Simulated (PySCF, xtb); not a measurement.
Homolysis of single bonds, series C F-Cl. All species are isolated molecules in the gas phase. Strings in code marks are SMILES.

Quantity: homolytic bond dissociation enthalpy at 298 K (no spin–orbit term), in kcal/mol. Enthalpy corrections at 298 K come from GFN2-xTB frequencies (xtb).

A: Cl–C bond of `ClC(Cl)(Cl)Cl`, giving `Cl[C](Cl)Cl` and `[Cl]`
B: F–C bond of `FC(F)(F)Cl`, giving `F[C](F)Cl` and `[F]`
C: F–C bond of `FC(F)(F)F`, giving `F[C](F)F` and `[F]`
D: C–Cl bond of `FC(Cl)(Cl)Cl`, giving `F[C](Cl)Cl` and `[Cl]`
E: C–Cl bond of `FC(F)(F)Cl`, giving `F[C](F)F` and `[Cl]`
F: F–C bond of `FC(Cl)(Cl)Cl`, giving `Cl[C](Cl)Cl` and `[F]`

Q: Rank these by homolytic bond dissociation enthalpy at 298 K (no spin–orbit term) (lowest first), as PBE0-D3(BJ)/def2-TZVP (PySCF) gives it.

A: A (66.3 kcal/mol), D (73.7 kcal/mol), E (86.1 kcal/mol), F (101.6 kcal/mol), B (119.6 kcal/mol), C (126.9 kcal/mol)
